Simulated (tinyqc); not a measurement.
Inside a calculation. Method: CCD on RHF in the sto-3g basis, frozen core, for LiH, spin multiplicity 1. Computed by tinyqc, a small Python program that keeps every step (integrals from PySCF). Settings: charge = 0, multiplicity = 1, basis = sto-3g, method = RHF, frozen orbitals = 1, energy threshold = 1e-10, iteration cap = 64, orthogonalisation = symmetric, start = core, DIIS depth = 6, amplitude equations = CCD, DIIS depth for amplitudes = 0, cap on updates = 81. Command: `OMP_NUM_THREADS=1 python tinyqc.py 21475 21476 out.jsonl` (the two numbers bound the seeds that draw the settings). One thread of a shared host (Intel(R) Xeon(R) Processor @ 2.60GHz), about 0.1 s of CPU time with the checks. The early iterations of the SCF are left out here.

## One-electron integrals

Geometry (angstrom):
```
atom        x        y        z
Li    0.00000  0.00000  0.00000
H     0.00000  0.00000  1.42700
```

Basis sto-3g: exponents (1/bohr^2) and contraction coefficients of normalised primitives:
```
element  l (shell)  exponent  coefficient
Li           s (1)  16.11958      0.15433
Li           s (1)   2.93620      0.53533
Li           s (1)   0.79465      0.44463
Li           s (2)   0.63629     -0.09997
Li           s (2)   0.14786      0.39951
Li           s (2)   0.04809      0.70012
Li           p (3)   0.63629      0.15592
Li           p (3)   0.14786      0.60768
Li           p (3)   0.04809      0.39196
H            s (1)   3.42525      0.15433
H            s (1)   0.62391      0.53533
H            s (1)   0.16886      0.44463
```

Overlap, kinetic and nuclear-attraction integrals over the contracted functions; the nuclear repulsion is the sum of Za Zb / Rab.

nuclear repulsion = 1.1124959 hartree

overlap S, lower triangle:
```
          1Li 1s   1Li 2s  1Li 2px  1Li 2py  1Li 2pz    2H 1s
1Li 1s   1.00000
1Li 2s   0.24114  1.00000
1Li 2px  0.00000  0.00000  1.00000
1Li 2py  0.00000  0.00000  0.00000  1.00000
1Li 2pz  0.00000  0.00000  0.00000  0.00000  1.00000
2H 1s    0.09596  0.43842  0.00000  0.00000  0.54055  1.00000
```

kinetic energy T (hartree), lower triangle:
```
           1Li 1s   1Li 2s  1Li 2px  1Li 2py  1Li 2pz    2H 1s
1Li 1s    3.57679
1Li 2s   -0.02024  0.10216
1Li 2px   0.00000  0.00000  0.31968
1Li 2py   0.00000  0.00000  0.00000  0.31968
1Li 2pz   0.00000  0.00000  0.00000  0.00000  0.31968
2H 1s    -0.01745  0.05418  0.00000  0.00000  0.15660  0.76003
```

nuclear attraction V (hartree), lower triangle:
```
           1Li 1s    1Li 2s   1Li 2px   1Li 2py   1Li 2pz     2H 1s
1Li 1s   -8.35371
1Li 2s   -1.05374  -1.51734
1Li 2px   0.00000   0.00000  -1.47224
1Li 2py   0.00000   0.00000   0.00000  -1.47224
1Li 2pz  -0.02020  -0.13103   0.00000   0.00000  -1.57733
2H 1s    -0.42284  -0.86034   0.00000   0.00000  -1.07822  -2.33297
```

core Hamiltonian H = T + V (hartree), lower triangle:
```
           1Li 1s    1Li 2s   1Li 2px   1Li 2py   1Li 2pz     2H 1s
1Li 1s   -4.77693
1Li 2s   -1.07398  -1.41518
1Li 2px   0.00000   0.00000  -1.15256
1Li 2py   0.00000   0.00000   0.00000  -1.15256
1Li 2pz  -0.02020  -0.13103   0.00000   0.00000  -1.25765
2H 1s    -0.44029  -0.80617   0.00000   0.00000  -0.92163  -1.57294
```

## Two-electron integrals

Functions are numbered as in S; the eight-fold symmetry (ij|kl) = (ji|kl) = (kl|ij) leaves the list below.

Two-electron integrals (ij|kl) in chemists' order, unique and non-zero (hartree):
```
(11|11) 1.68040   (21|11) 0.26542   (21|21) 0.04994   (22|11) 0.39773
(22|21) 0.09286   (22|22) 0.29056   (31|31) 0.00898   (32|31) 0.01379
(32|32) 0.06418   (33|11) 0.39664   (33|21) 0.09288   (33|22) 0.29050
(33|33) 0.31295   (41|41) 0.00898   (42|41) 0.01379   (42|42) 0.06418
(43|43) 0.01687   (44|11) 0.39664   (44|21) 0.09288   (44|22) 0.29050
(44|33) 0.27921   (44|44) 0.31295   (51|51) 0.00898   (52|51) 0.01379
(52|52) 0.06418   (53|53) 0.01687   (54|54) 0.01687   (55|11) 0.39664
(55|21) 0.09288   (55|22) 0.29050   (55|33) 0.27921   (55|44) 0.27921
(55|55) 0.31295   (61|11) 0.10362   (61|21) 0.01956   (61|22) 0.03681
(61|33) 0.03638   (61|44) 0.03638   (61|51) 0.00231   (61|52) 0.00438
(61|55) 0.03770   (61|61) 0.00837   (62|11) 0.17967   (62|21) 0.04214
(62|22) 0.13255   (62|33) 0.12657   (62|44) 0.12657   (62|51) 0.00692
(62|52) 0.03679   (62|55) 0.14437   (62|61) 0.01947   (62|62) 0.09165
(63|31) 0.00397   (63|32) 0.01680   (63|53) 0.00616   (63|63) 0.00787
(64|41) 0.00397   (64|42) 0.01680   (64|54) 0.00616   (64|64) 0.00787
(65|11) 0.20555   (65|21) 0.04885   (65|22) 0.15994   (65|33) 0.14960
(65|44) 0.14960   (65|51) 0.01086   (65|52) 0.05627   (65|55) 0.18042
(65|61) 0.02382   (65|62) 0.12269   (65|65) 0.16803   (66|11) 0.36798
(66|21) 0.08797   (66|22) 0.29734   (66|33) 0.27256   (66|44) 0.27256
(66|51) 0.01834   (66|52) 0.11021   (66|55) 0.34633   (66|61) 0.04323
(66|62) 0.24933   (66|65) 0.34910   (66|66) 0.77461
```

## Orthogonalisation

S = U s U^T; symmetric (Loewdin) form X = U s^(-1/2) U^T, so that X^T S X = 1.

eigenvalues of S: 0.30151  0.79659  1.00000  1.00000  1.16152  1.74039

X, lower triangle:
```
           1Li 1s    1Li 2s  1Li 2px  1Li 2py   1Li 2pz    2H 1s
1Li 1s    1.02298
1Li 2s   -0.12399   1.13806
1Li 2px   0.00000   0.00000  1.00000
1Li 2py   0.00000   0.00000  0.00000  1.00000
1Li 2pz   0.00148   0.14220  0.00000  0.00000   1.17542
2H 1s    -0.00867  -0.32879  0.00000  0.00000  -0.40619  1.29102
```

## Iteration 7 (converged): orbitals

converged F (hartree), lower triangle:
```
           1Li 1s    1Li 2s  1Li 2px  1Li 2py   1Li 2pz     2H 1s
1Li 1s   -2.34328
1Li 2s   -0.64023  -0.23433
1Li 2px   0.00000   0.00000  0.16343
1Li 2py   0.00000   0.00000  0.00000  0.16343
1Li 2pz   0.01271  -0.11752  0.00000  0.00000  -0.01775
2H 1s    -0.26063  -0.29745  0.00000  0.00000  -0.24530  -0.18775
```

Diagonalise F' = X^T F X, C = X C', fill 2 alpha and 2 beta electrons from the bottom; D = 2 C_occ C_occ^T. Each column has its largest component positive (the first on a tie).

F' = X^T F X (hartree), lower triangle:
```
          1         2        3        4         5        6
1  -2.28936
2  -0.34313   0.00631
3   0.00000   0.00000  0.16343
4   0.00000   0.00000  0.00000  0.16343
5   0.03560   0.03063  0.00000  0.00000   0.16916
6  -0.08194  -0.29946  0.00000  0.00000  -0.33738  0.13932
```

orbital energies (hartree): MO1 -2.34607, MO2 -0.29922, MO3 0.07939, MO4 0.16343, MO5 0.16343, MO6 0.59132

coefficients C:
```
              MO1       MO2       MO3      MO4       MO5       MO6
1Li 1s    0.99094  -0.18121  -0.20748  0.00000   0.00000   0.06403
1Li 2s    0.03122   0.43885   0.80354  0.00000   0.00000  -0.77436
1Li 2px   0.00000   0.00000   0.00000  0.40995   0.91211   0.00000
1Li 2py   0.00000   0.00000   0.00000  0.91211  -0.40995   0.00000
1Li 2pz  -0.00802   0.35215  -0.61240  0.00000   0.00000  -1.03331
2H 1s     0.00952   0.54151  -0.13037  0.00000   0.00000   1.27655
```

D after iteration 7, lower triangle:
```
           1Li 1s   1Li 2s  1Li 2px  1Li 2py  1Li 2pz    2H 1s
1Li 1s    2.02960
1Li 2s   -0.09717  0.38712
1Li 2px   0.00000  0.00000  0.00000
1Li 2py   0.00000  0.00000  0.00000  0.00000
1Li 2pz  -0.14352  0.30858  0.00000  0.00000  0.24814
2H 1s    -0.17738  0.47587  0.00000  0.00000  0.38123  0.58664
```

Within a degenerate level the vectors are fixed only up to a rotation; this is one choice.

## Convergence

Stop when the energy changes by less than 1e-10 hartree and every element of the error matrix X^T (F D S - S D F) X is below 3e-06.

Course of the cycle:
```
iteration  E (hartree)     change  largest element of the error matrix
1           -7.7996939          -                             2.02e-01
2           -7.8608024  -6.11e-02                             2.47e-02
3           -7.8617027  -9.00e-04                             4.15e-03
4           -7.8617902  -8.75e-05                             1.23e-03
5           -7.8617993  -9.13e-06                             2.42e-05
6           -7.8617993  -2.11e-09                             1.25e-06
7           -7.8617993  -1.18e-12                             6.73e-08
```

PySCF RHF in the same basis = -7.8617993 hartree

Converged in 7 iterations.

## Integrals over molecular orbitals

(pq|rs) = sum C_ip C_jq C_kr C_ls (ij|kl), one index at a time.

one-electron integrals over orbitals h = C^T H C (hartree), lower triangle:
```
          1         2         3         4         5         6
1  -4.76707
2   0.11323  -1.56193
3   0.16904   0.03752  -1.13793
4   0.00000   0.00000   0.00000  -1.15256
5   0.00000   0.00000   0.00000   0.00000  -1.15256
6  -0.01728  -0.10892   0.03358   0.00000   0.00000  -0.92153
```

Two-electron integrals over orbitals (pq|rs), unique and non-zero (hartree); the lowest 1 orbital is frozen and left out:
```
(22|22) 0.49941    (32|22) -0.04579   (32|32) 0.01156    (33|22) 0.22903
(33|32) 0.00519    (33|33) 0.33933    (42|42) 0.02442    (43|42) 0.01919
(43|43) 0.04137    (44|22) 0.27882    (44|32) 0.00404    (44|33) 0.28235
(44|44) 0.31295    (52|52) 0.02442    (53|52) 0.01919    (53|53) 0.04137
(54|54) 0.01687    (55|22) 0.27882    (55|32) 0.00404    (55|33) 0.28235
(55|44) 0.27921    (55|55) 0.31295    (62|22) 0.13655    (62|32) -0.03278
(62|33) -0.00690   (62|44) -0.00664   (62|55) -0.00664   (62|62) 0.12241
(63|22) -0.05072   (63|32) 0.00781    (63|33) 0.03612    (63|44) 0.00086
(63|55) 0.00086    (63|62) -0.03056   (63|63) 0.02630    (64|42) -0.01938
(64|43) -0.01391   (64|64) 0.01918    (65|52) -0.01938   (65|53) -0.01391
(65|65) 0.01918    (66|22) 0.45930    (66|32) -0.04129   (66|33) 0.24236
(66|44) 0.26993    (66|55) 0.26993    (66|62) 0.14465    (66|63) -0.04313
(66|66) 0.45700
```

## CCD: starting amplitudes

t_ij^ab = <ij||ab> / (e_i + e_j - e_a - e_b), whose energy is MP2.

Starting amplitudes (spin orbitals 1a, 1b, ...; amplitudes related by a flip of all spins are not repeated):
```
from      to         t
2a 2b  6a 6b  -0.06873
2a 2b  5a 5b  -0.02639
2a 2b  4a 4b  -0.02639
2a 2b  3a 6b   0.02583
2a 2b  3a 3b  -0.01526
```

correlation energy = -0.0115719 hartree

## CCD: amplitude update 1

t_ij^ab D_ij^ab are set to the remaining terms of the spin-orbital equations, evaluated with the old amplitudes; for the doubles these are <ij||ab> + 1/2 <ab||ef> t_ij^ef + 1/2 <mn||ij> t_mn^ab + P(ij)P(ab) <mb||ej> t_im^ae + terms in t^2, D the orbital-energy denominators.

Amplitudes after update 1 (spin orbitals 1a, 1b, ...; amplitudes related by a flip of all spins are not repeated):
```
from      to         t
2a 2b  6a 6b  -0.09277
2a 2b  3a 6b   0.03732
2a 2b  5a 5b  -0.02994
2a 2b  4a 4b  -0.02994
2a 2b  3a 3b  -0.01800
```

correlation energy = -0.0154731 hartree

## CCD: amplitude update 2

As before.

Amplitudes after update 2 (spin orbitals 1a, 1b, ...; amplitudes related by a flip of all spins are not repeated):
```
from      to         t
2a 2b  6a 6b  -0.10121
2a 2b  3a 6b   0.04203
2a 2b  5a 5b  -0.02971
2a 2b  4a 4b  -0.02971
2a 2b  3a 3b  -0.02002
```

correlation energy = -0.0168268 hartree

## CCD: amplitude update 3

As before.

Amplitudes after update 3 (spin orbitals 1a, 1b, ...; amplitudes related by a flip of all spins are not repeated):
```
from      to         t
2a 2b  6a 6b  -0.10418
2a 2b  3a 6b   0.04403
2a 2b  5a 5b  -0.02921
2a 2b  4a 4b  -0.02921
2a 2b  3a 3b  -0.02112
```

correlation energy = -0.0173099 hartree

## CCD: convergence

E_corr = 1/4 sum <ij||ab> t_ij^ab; stop when the norm of the change is below 1e-8.

Course of the amplitude iterations:
```
update  correlation energy (hartree)  norm of the change
0                         -0.0115719                   -
1                         -0.0154731            5.91e-02
2                         -0.0168268            2.19e-02
3                         -0.0173099            8.62e-03
4                         -0.0174874            3.52e-03
5                         -0.0175544            1.47e-03
6                         -0.0175802            6.26e-04
7                         -0.0175904            2.68e-04
8                         -0.0175945            1.16e-04
9                         -0.0175961            5.01e-05
10                        -0.0175968            2.17e-05
11                        -0.0175971            9.44e-06
12                        -0.0175972            4.10e-06
13                        -0.0175972            1.78e-06
14                        -0.0175973            7.77e-07
15                        -0.0175973            3.38e-07
16                        -0.0175973            1.47e-07
17                        -0.0175973            6.40e-08
18                        -0.0175973            2.79e-08
19                        -0.0175973            1.21e-08
20                        -0.0175973            5.28e-09
```

Converged amplitudes (spin orbitals 1a, 1b, ...; amplitudes related by a flip of all spins are not repeated):
```
from      to         t
2a 2b  6a 6b  -0.10584
2a 2b  3a 6b   0.04557
2a 2b  5a 5b  -0.02863
2a 2b  4a 4b  -0.02863
2a 2b  3a 3b  -0.02214
```

CCD total energy = -7.8793966 hartree

Converged in 20 updates.
